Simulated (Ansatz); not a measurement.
The cluster Si3H2⁻. The state is a doublet with charge -1. Geometry B3LYP-D4/def2-TZVPD; atoms count from 1.

Cartesian coordinates in Å:
```
Si -1.710 0.759 -1.245
Si 0.895 -0.179 2.056
Si -0.073 0.044 0.072
H -1.411 -0.247 -2.360
H 2.298 -0.377 1.476
```

Another isomer (doublet) lies 0.47 eV lower at PBE0-D4/def2-TZVPD; other spin states weren't run for this one.

(1) Estimate the Mulliken populations from the PBE0/def2-TZVPD orbitals of Ansatz.

(2) Where does the spin sit?

(3) And the Mayer bond orders between bonded heavy atoms (over 0.3)?

Results:

(1) 
| atom | charge (e) | spin (α − β) |
| --- | --- | --- |
| Si1 | -0.44 | 0.47 |
| Si2 | -0.44 | 0.47 |
| Si3 | -0.07 | 0.06 |
| H4 | -0.02 | 0.00 |
| H5 | -0.02 | 0.00 |
Mulliken values and Mayer orders depend strongly on the basis. With diffuse functions, as here, like atoms can get unlike values, and bond orders can come out too low or too high.

(2) Summed by element: Si 1.01, H -0.01, of 1 unpaired in all. Largest on single atoms: Si1 0.47, Si2 0.47, Si3 0.06.

(3) Si1–Si3 1.52 (2.22 Å); Si2–Si3 1.52 (2.22 Å).
